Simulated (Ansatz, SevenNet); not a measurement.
## Solid CO2 (dry ice): bulk modulus by level of theory

No measured value is used here.

```tsv
level (code)	value (GPa)	cell (Å³/atom)
SevenNet-0 (SevenNet)	…	16.29
SevenNet-l3i5 (SevenNet)	1.9	17.37
LDA (Ansatz)	16.2	12.30
PBE (Ansatz)	2.6	18.53
PBEsol (Ansatz)	3.1	16.30
r²SCAN (Ansatz)	…	14.46
```

Q: Complete the blanks.

A: 
- SevenNet-0 (SevenNet), value (GPa): 4.8
- r²SCAN (Ansatz, a first-principles code), value (GPa): 8.3

LDA, PBE, PBEsol, r²SCAN: the cell comes from a level without a dispersion term, which matters for the spacing of layers, chains or molecules. Each level is taken at its own relaxed cell. Cutoffs differ between the levels. Ansatz's density-functional and Hartree–Fock values are scalar-relativistic unless marked +SOC, with PAW data made under PBE.

Machine-learned potentials (SevenNet-0, SevenNet-l3i5) are trained on DFT data, which may include these solids.
